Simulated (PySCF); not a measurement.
## How methods differ on the electron affinity of S

S⁻ [Ne] 3s2 3p5 (2P) → S [Ne] 3s2 3p4 (3P), as a difference of total energies. Calculation: PySCF 2.14, in aug-cc-pV(Q+d)Z with one added diffuse shell each of s, p, d, f, g type (8s7p6d4f3g, 114 functions); no relativity, point nucleus. Correlated levels: valence: [Ne] frozen. The calculations carry no spin-orbit coupling.

```json
{"method": "UHF", "electron affinity (eV)": "0.885", "error (eV)": "-1.192"}
{"method": "LDA", "electron affinity (eV)": "2.397", "error (eV)": "+0.320"}
{"method": "PBE", "electron affinity (eV)": "2.171", "error (eV)": "+0.094"}
{"method": "PBE0", "electron affinity (eV)": "2.067", "error (eV)": "-0.010"}
{"method": "r2SCAN", "electron affinity (eV)": "2.130", "error (eV)": "+0.053"}
{"method": "M06", "electron affinity (eV)": "2.057", "error (eV)": "-0.020"}
{"method": "B2PLYP", "electron affinity (eV)": "2.073", "error (eV)": "-0.004"}
{"method": "wB97M-V", "electron affinity (eV)": "2.127", "error (eV)": "+0.050"}
{"method": "MP2 (valence)", "electron affinity (eV)": "2.022", "error (eV)": "-0.055"}
{"method": "SCS-MP2 (valence)", "electron affinity (eV)": "2.033", "error (eV)": "-0.044"}
```

Reference: 2.077 eV (measured; photodetachment measurements, as compiled on the Wikipedia data page of electron affinities).

Errors of the correlated levels include the incompleteness of this basis and the frozen core.

In the anion the highest occupied orbital energy is positive at LDA, PBE, PBE0, r2SCAN, M06, a self-interaction effect; the basis confines that electron, and the energy difference can still be sensible.
